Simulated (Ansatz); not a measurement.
# One shape, several levels: SO2 (sulfur dioxide)

We compute a comparison of 6 runs (CAM-B3LYP/STO-3G, SVWN5/STO-3G, r2SCAN0/STO-3G, wB97X/STO-3G, MP2/STO-3G, UMP2/STO-3G) of SO2 (sulfur dioxide). 

The calculation is run with Ansatz 0.2.0.

57 further runs of the same task are left out: 19 that didn't finish, 38 set aside as unsound or not needed.

**1. Starting point**

SO2: 3 atoms, total charge 0, spin state singlet. As SMILES, `O=S=O`. The O3–S2 distance was set to 3.578 Å, away from the relaxed value. At this shape a bond of the SMILES string is far longer than usual.

Bond lengths: O1–S2 1.431 Å.

**2. The energy at CAM-B3LYP/STO-3G (run 1)**

Contents of molecule.yaml:

```yaml
basis:
  gaussian:
    orbitals: STO-3G
crystal:
  periodic: [false, false, false]
  atoms:
    - {symbol: O, position_ang: [-1.627489, 2.686888, -0.588405]}
    - {symbol: S, position_ang: [-0.383549, 2.398368, 0.057895]}
    - {symbol: O, position_ang: [0.704900, -1.003280, 0.272720]}
hamiltonian:
  xc: {name: CAM-B3LYP}
accuracy: high
```

Command:

```bash
$ ansatz run molecule.yaml --threads 1 --pin off --max-ram 3480MiB --events-out events.jsonl --progress --plain --runs-dir runs
```

Log:

```text
Warning: RAYON_NUM_THREADS=1 ignored (pool sized by the plan → 1); use --threads N
Functional definition: CAM-B3LYP
  name "CAM-B3LYP"
  parameter alpha = 0.19
  parameter beta = 0.46
  parameter omega = 0.33/bohr
  parameter ac = 0.81
  exchange = (1 - alpha - beta)*b88_x + beta*b88_x_sr(omega) + alpha*exact_x + beta*exact_x_lr(omega)
  correlation = (1 - ac)*vwn5_c + ac*lyp_c
300 factors; integrals over basis functions are off by at most 2.4e-8 eV
140 factors; integrals over basis functions are off by at most 1.1e-9 eV
mean field evaluation 1: about -14693.6807 eV, gradient 1.6e1 eV
mean field evaluation 2: about -14492.4665 eV, gradient 9.5e0 eV
mean field evaluation 4: about -14635.6329 eV, gradient 1.3e2 eV
mean field evaluation 8: about -14737.6181 eV, gradient 1.4e1 eV
mean field evaluation 16: about -14739.0846 eV, gradient 2.9e-4 eV
mean field evaluation 32: about -14739.0639 eV, gradient 1.6e-1 eV
mean field -14739.08461431 eV, -541.6513690654 hartree, gradient 1.4e-8 eV, S^2 0.000000; 4 other end points of the search recorded, 0 dependent functions left out
reference -14739.08462484 eV, -541.6513694526 hartree; 16, 16 occupied and 3, 3 virtual orbitals, 300 factors
Total energy: -14739.08462484 eV, -541.6513694526 hartree
```

Run time: 4.2 s. Hardware: 1 thread of Arm Neoverse V1, shared host.

**3. A single-point energy at SVWN5/STO-3G (run 2)**

Contents of in.yaml:

```yaml
crystal:
  periodic: [false, false, false]
  atoms:
    - symbol: O
      position_ang: [-1.627489, 2.686888, -0.588405]
    - symbol: S
      position_ang: [-0.383549, 2.398368, 0.057895]
    - symbol: O
      position_ang: [0.704900, -1.003280, 0.272720]
basis:
  gaussian: {orbitals: STO-3G}
total_charge: 0
hamiltonian: {xc: {name: SVWN5}}
accuracy: high
```

Command:

```bash
$ ansatz run in.yaml --threads 1 --pin off --max-ram 3480MiB --events-out events.jsonl --progress --plain --runs-dir runs
```

Log, cut to the lines that bear on the results:

```text
Warning: RAYON_NUM_THREADS=1 ignored (pool sized by the plan → 1); use --threads N
Functional definition: SVWN5
  name "SVWN5"
[...]
300 factors; integrals over basis functions are off by at most 2.4e-8 eV
[...]
mean field -14674.53360528 eV, -539.2791632378 hartree, gradient 2.2e-8 eV, S^2 0.000000; 8 other end points of the search recorded, 0 dependent functions left out
reference -14674.53360636 eV, -539.2791632776 hartree; 16, 16 occupied and 3, 3 virtual orbitals, 300 factors
Total energy: -14674.53360636 eV, -539.2791632776 hartree
```

Wall time 3 s (1 thread of Arm Neoverse V1, shared host).

Runs 3 to 4 aren't shown in full; the table further down has their settings and results.

**4. The energy at MP2/STO-3G (run 5)**

Contents of input.yaml:

```yaml
basis:
  gaussian:
    orbitals: STO-3G
crystal:
  periodic: [false, false, false]
  atoms:
    - symbol: O
      position_ang: [-1.627489, 2.686888, -0.588405]
    - symbol: S
      position_ang: [-0.383549, 2.398368, 0.057895]
    - symbol: O
      position_ang: [0.704900, -1.003280, 0.272720]
total_charge: 0
correlation:
  method: mp2
  frozen_orbitals: {O: 1, S: 5}
accuracy: high
```

Command:

```bash
$ ansatz run input.yaml --threads 1 --pin off --max-ram 3480MiB --events-out events.jsonl --progress --plain --runs-dir runs
```

Log, cut to the lines that bear on the results:

```text
Warning: RAYON_NUM_THREADS=1 ignored (pool sized by the plan → 1); use --threads N
Functional definition: HF
  name "HF"
[...]
300 factors; integrals over basis functions are off by at most 2.4e-8 eV
[...]
mean field -14708.70641880 eV, -540.5349909717 hartree, gradient 7.2e-8 eV, S^2 0.000000; 16 other end points of the search recorded, 0 dependent functions left out; unrestricted orbitals would lower it
[...]
unrestricted determinant -14712.63274750 eV, -540.6792808901 hartree, S^2 2.0017
7 core orbitals not correlated: weight in the atoms' cores, before any rotation towards them, 1.000 or more for the frozen orbitals, at most 0.000 for the correlated occupied ones
reference -14708.70641880 eV, -540.5349909717 hartree; 9, 9 occupied and 3, 3 virtual orbitals, 300 factors
second order -2.94864058 eV of doubles, -0.00000000 eV of singles
WARN: the method's energy lies above the unrestricted determinant's, so it is not that of the lowest state
Total energy: -14711.65505938 eV, -540.6433515144 hartree
```

Wall time 0.77 s (1 thread of Arm Neoverse V1, shared host).

**5. A single-point energy at UMP2/STO-3G (run 6)**

Contents of run.yaml:

```yaml
crystal:
  periodic: [false, false, false]
  atoms:
    - {symbol: O, position_ang: [-1.627489, 2.686888, -0.588405]}
    - {symbol: S, position_ang: [-0.383549, 2.398368, 0.057895]}
    - {symbol: O, position_ang: [0.704900, -1.003280, 0.272720]}
basis:
  gaussian:
    orbitals: STO-3G
magnetization:
  spin_polarized: true
correlation:
  method: mp2
  frozen_orbitals: {O: 1, S: 5}
accuracy: high
```

Command:

```bash
$ ansatz run run.yaml --threads 1 --pin off --max-ram 3480MiB --events-out events.jsonl --progress --plain --runs-dir runs
```

Log:

```text
Warning: RAYON_NUM_THREADS=1 ignored (pool sized by the plan → 1); use --threads N
[... 29 lines left out ...]
7 core orbitals not correlated: weight in the atoms' cores, before any rotation towards them, 1.000 or more for the frozen orbitals, at most 0.000 for the correlated occupied ones
[... 2 lines left out ...]
Total energy: -14716.33233334 eV, -540.8152381618 hartree
```

Wall time 2.6 s (1 thread of Arm Neoverse V1, shared host).

**6. All runs side by side**

| run | level | frozen core orbitals | energy (Eh) | wall time |
| --- | --- | --- | --- | --- |
| 1 | CAM-B3LYP/STO-3G | – | -541.651369 | 4.2 s |
| 2 | SVWN5/STO-3G | – | -539.279163 | 3 s |
| 3 | r2SCAN0/STO-3G | – | -541.658333 | 7.2 s |
| 4 | wB97X/STO-3G | – | -541.715579 | 24 s |
| 5 | MP2/STO-3G | 7 | -540.643352 | 0.77 s |
| 6 | UMP2/STO-3G | 7 | -540.815238 | 2.6 s |

**7. Summary of results**

| quantity | value |
| --- | --- |
| run 6: total energy | -540.81524 Eh |
| run 6: correlation energy (7 core orbitals frozen) | -67.9 mEh |
| run 6: ⟨S²⟩ of the reference determinant | 2.004 |

In words: Totals of different functionals can't be ranked against each other. In run 5 the log says that unrestricted orbitals would lower the reference, so the values rest on an unstable closed-shell determinant (other closed-shell runs at this shape may share the fault). In runs 1, 2, 3, 4, 5, 6 the basis is minimal, so the values are rough. In runs 1, 2, 3, 4, 5 a closed-shell determinant meets a far-stretched bond, which it describes badly. Spin contamination of the reference: run 6 ⟨S²⟩ = 2.00. Where it is this large, the reference is a mixture of spin states, and values that rest on it are in doubt. All runs together took 42 s, the longest 24 s.
